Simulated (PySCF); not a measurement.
Species: C3H5N3.
Bonds: C1–N2, N2–N3 (aromatic), N3–C4 (aromatic), C4–C5 (aromatic), C5–N6 (aromatic), N2–N6 (aromatic). Hydrogens: H7, H8, H9 on C1; H10 on C4; H11 on C5.

The closed-shell ground state was solved at several levels (PySCF, density fitting, gas phase, non-relativistic). Isolated species at its PBE0-D3(BJ)/def2-SVP geometry, gas phase.

```json
{"level": "PBE0/IGLO-III", "basis functions": "260", "HOMO (eV)": "-7.55", "LUMO (eV)": "-0.15", "gap (eV)": "7.40", "dipole (D)": "0.51"}
{"level": "PBE0/pcSseg-0", "basis functions": "64", "HOMO (eV)": "-8.00", "LUMO (eV)": "-0.19", "gap (eV)": "7.81", "dipole (D)": "0.36"}
{"level": "PBE0/cc-pVDZ", "basis functions": "109", "HOMO (eV)": "-7.38", "LUMO (eV)": "0.22", "gap (eV)": "7.60", "dipole (D)": "0.61"}
{"level": "PBE0/cc-pVTZ", "basis functions": "250", "HOMO (eV)": "-7.50", "LUMO (eV)": "-0.01", "gap (eV)": "7.49", "dipole (D)": "0.52"}
```

Q: What might PBE0/aug-cc-pVDZ (183 basis functions) give for the same quantities?

A: HOMO -7.55 eV, LUMO -0.19 eV, gap 7.36 eV, dipole 0.50 D.

Q: Over all these levels, which gives the widest orbital gap and which the narrowest?

A: PBE0/pcSseg-0 has the widest, 7.81 eV, and PBE0/aug-cc-pVDZ the narrowest, 7.36 eV. From the narrowest to the widest the HOMO moves by -0.45 eV and the LUMO by 0.00 eV.

Q: How much does the basis alone move the frontier levels among the 5 PBE0 rows (the withheld one included)?

A: The HOMO by 0.62 eV and the LUMO by 0.41 eV. By rising basis size (HOMO, LUMO in eV): pcSseg-0 -8.00, -0.19; cc-pVDZ -7.38, 0.22; aug-cc-pVDZ -7.55, -0.19; cc-pVTZ -7.50, -0.01; IGLO-III -7.55, -0.15.

Q: How far do the dipole and the HOMO energy spread over the levels?

A: The dipole runs from 0.36 to 0.61 D (mean 0.50 D) and the HOMO from -8.00 to -7.38 eV.
